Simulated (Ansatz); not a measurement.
Rock-salt ZrC was calculated with PBE (Ansatz, a first-principles code, plane waves, PAW).

Settings: plane-wave cutoff 520 eV, 16×16×16 k mesh, Fermi–Dirac smearing 0.1 eV, perturbation theory, force constants from a 4×4×4 q mesh, scalar-relativistic PAW data made under PBE.

Computed at the level's own relaxed cell.

Harmonic phonon frequencies (cm⁻¹; i marks an imaginary mode):

```tsv
q point	frequencies
Γ	?
```

### Question
Complete the blanks.

### Answer

- Γ, frequencies: 0 0 0 420 420 420
